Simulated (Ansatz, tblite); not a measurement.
# ScBr3: a ladder of methods and basis sets

Aim: run the singlet of ScBr3 at one geometry on many levels, and compare frontier levels, spin and run time.

Program: Ansatz 0.2.0, Gaussian basis. Level of theory: as each input shows. These are calculated values, not measurements.

Plan: GFN1-xTB, GFN2-xTB, PBE-D4/def2-TZVP, r2SCAN-D4/def2-TZVP, B2PLYP/def2-TZVP, B97M-V/def2-TZVP, LC-ωPBE/def2-TZVP, ωB97X-V/def2-TZVP, revPBE-D4/def2-TZVP, LDA/def2-TZVP, r2SCAN0-D4/def2-TZVP, PBE-D4/def2-SVP, PBE0-D4/def2-SVP, HF/STO-3G, HF/6-31G, B3LYP-D4/6-31G, PBE0-D4/def2-TZVPD, PBE-D4/def2-TZVPD, r2SCAN-D4/def2-TZVPD, CCSD(T)/def2-SVP, MP2/def2-TZVP, RPA/def2-TZVP.

## Step 1: The relaxed structure

The singlet was relaxed beforehand with PBE0-D4/def2-SVP.

4 atoms, charge 0, spin multiplicity 1.

Bond lengths: Sc1–Br2 2.413 Å, Sc1–Br3 2.413 Å, Sc1–Br4 2.413 Å. Angles: Br2–Sc1–Br3 120.0°, Br2–Sc1–Br4 120.0°, Br3–Sc1–Br4 120.0°.

Coordinates:

```xyz
4
charge 0, multiplicity 1
Sc   -0.0002   -0.0001    0.0015
Br    2.4131   -0.0252    0.0116
Br   -1.1843    2.1028   -0.0164
Br   -1.2286   -2.0775    0.0033
```

Formally the metal is d0. No spin-orbit coupling is included.

PBE0-D4/def2-TZVP was run before; its log isn't repeated, and its numbers join the tables.

## Step 2: GFN1-xTB

Tight binding, by tblite at 300 K electronic temperature and without a spin-polarisation term:

```python
tblite.interface.Calculator('GFN1-xTB', numbers, positions, charge=0, uhf=0).singlepoint()
```

Energy -350.8103 eV, HOMO -11.49 eV, LUMO -9.90 eV; 0.012 s.

## Step 3: GFN2-xTB

Tight binding, by tblite at 300 K electronic temperature and without a spin-polarisation term:

```python
tblite.interface.Calculator('GFN2-xTB', numbers, positions, charge=0, uhf=0).singlepoint()
```

Energy -366.0239 eV, HOMO -12.27 eV, LUMO -10.59 eV; 0.006 s.

## Step 4: PBE-D4/def2-TZVP

start.molden holds the orbitals of an earlier run on this state, given as this run's starting guess.

Input file in.yaml:

```yaml
crystal:
  periodic: [false, false, false]
  atoms:
    - {symbol: Sc, position_ang: [-0.000151, -0.000090, 0.001510]}
    - {symbol: Br, position_ang: [2.413052, -0.025200, 0.011570]}
    - {symbol: Br, position_ang: [-1.184258, 2.102788, -0.016425]}
    - {symbol: Br, position_ang: [-1.228644, -2.077508, 0.003345]}
basis:
  gaussian: {orbitals: def2-TZVP, initial_orbitals: start.molden}
hamiltonian: {xc: pbe, dispersion: d4}
scf: {omitted_lower_state_checks: [starts]}
output: {orbitals: {seedname: orbitals}}
```

Command:

```sh
ansatz run in.yaml --threads 4 --pin off --events-out ev --progress --plain --max-ram 3916MiB
```

After this run come: r2SCAN-D4/def2-TZVP; B2PLYP/def2-TZVP; B97M-V/def2-TZVP; LC-ωPBE/def2-TZVP; ωB97X-V/def2-TZVP; revPBE-D4/def2-TZVP; LDA/def2-TZVP; r2SCAN0-D4/def2-TZVP; PBE-D4/def2-SVP; PBE0-D4/def2-SVP; HF/STO-3G; HF/6-31G; B3LYP-D4/6-31G; PBE0-D4/def2-TZVPD; PBE-D4/def2-TZVPD; r2SCAN-D4/def2-TZVPD; CCSD(T)/def2-SVP; MP2/def2-TZVP; RPA/def2-TZVP.

**Question.** What will the summary of the whole plan be? Wanted: gap in def2-TZVP, named functionals, smallest and largest; correlation energy, CCSD(T)/def2-SVP; correlation energy, MP2/def2-TZVP; binding an atom, CCSD(T)/def2-SVP; PBE0 total energy, smallest basis above largest.

The runs gave:

| quantity | value |
| --- | --- |
| gap in def2-TZVP, named functionals, smallest and largest | 3.06 eV (LDA), 10.05 eV (LC-ωPBE) |
| correlation energy, CCSD(T)/def2-SVP | -25.36 eV |
| correlation energy, MP2/def2-TZVP | -29.65 eV |
| binding an atom, CCSD(T)/def2-SVP | 3.143 eV |
| PBE0 total energy, smallest basis above largest | 28.18 eV (def2-SVP, def2-TZVPD) |

What this shows: Over the named functionals in def2-TZVP the gap runs from 3.06 eV (LDA) to 10.05 eV (LC-ωPBE); exact exchange widens it. A small miss in a minimal or small basis is a cancelling of errors, not accuracy. The functionals in def2-TZVP miss CCSD(T)/def2-SVP by +0.088 (LC-ωPBE) to +0.682 eV (LDA) an atom. The yardstick is in a double-zeta basis, so levels in larger sets aren't compared like for like. CCSD(T)/def2-SVP isn't at the basis-set limit; small misses against it rank nothing.
